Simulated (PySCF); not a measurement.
sulfur dioxide cation (O2S), SMILES O=S=O (connectivity only; charge and spin as stated), charge +1, multiplicity 2.

Geometry: r2SCAN-D4/def2-TZVP. The multiplicity is an assumed one; other spin states were not compared.

These are PBE0/def2-TZVPD (PySCF) values and carry that method's errors.

Gas-phase values at a fixed geometry.

Question: Estimate the frontier levels, dipole moment and polarisability. (An estimate is asked for; the answer gives what the named calculation found.)

Answer: 
```
Item                                                                Value
------------------------------------------------  -----------------------
α spin, highest occupied and lowest empty level      -18.91 and -12.08 eV
β spin, highest occupied and lowest empty level      -19.20 and -14.77 eV
dipole moment about the centre of nuclear charge                0.258 e·Å
mean static polarisability                           21.7 bohr³ (3.22 Å³)
polarisability, principal values                   15.1, 17.4, 32.8 bohr³
⟨S²⟩                                              0.758 (pure state 0.75)
```
